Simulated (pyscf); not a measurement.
Thermochemistry of product channels of HS–GaH₂ + hydrogen fluoride (HF) on the singlet surface, in eV, from ωB97M-D3(BJ)/def2-TZVP energies (ideal gas, 1 atm, RRHO with modes under 100 cm⁻¹ raised to 100, one conformer, R ln 2 for rigid chiral ones). PySCF, gas phase, ωB97X-D3(BJ)/def2-SVP geometries.

| products | ΔE | ΔH(298 K) | ΔG(900 K) | ΔG(1200 K) |
|---|---|---|---|---|
| H₂S + F–GaH₂ | -0.05 | -0.10 | -0.14 | -0.14 |
| F–GaH–SH + hydrogen (H₂) | -0.78 | -0.86 | -0.73 | -0.70 |

These are energies of the channels, which say nothing of barriers. Elements up to Kr have no core potential and no relativistic terms here.
